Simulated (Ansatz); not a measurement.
Two shapes of singlet C3H4.

Shape 1:

```xyz
7

C     0.0054   -0.0076   -0.8587
C    -0.0032    0.6394    0.5009
C     0.0067   -0.6410    0.4982
H     0.9093    0.0026   -1.4662
H    -0.9275   -0.0040   -1.4664
H     0.0065    1.5821    1.0423
H     0.0097   -1.5911    1.0397
```

Shape 2:

```xyz
7

C     0.0041   -0.0461   -0.8360
C     0.0048    0.6182    0.5376
C    -0.0233   -0.6352    0.5402
H     0.9177   -0.0452   -1.4851
H    -0.9363    0.0011   -1.5106
H    -0.0119    1.5460    1.0202
H     0.0123   -1.5700    0.9971
```

Basis set: STO-3G (spherical functions). Correlated methods keep 3 orbitals frozen. Charge 0, multiplicity 1.

Computed with Ansatz (development build ahead of 0.2.0); each method stands on the lowest determinant of its kind that the runs found.

(1) Which shape is lower in energy, and by how much in each method?

Results:

(1)

| method | E(2) − E(1) (eV) |
| --- | --- |
| RHF | 0.261 |
| RHF-MP2 | 0.351 |

Shape 1 is lower.
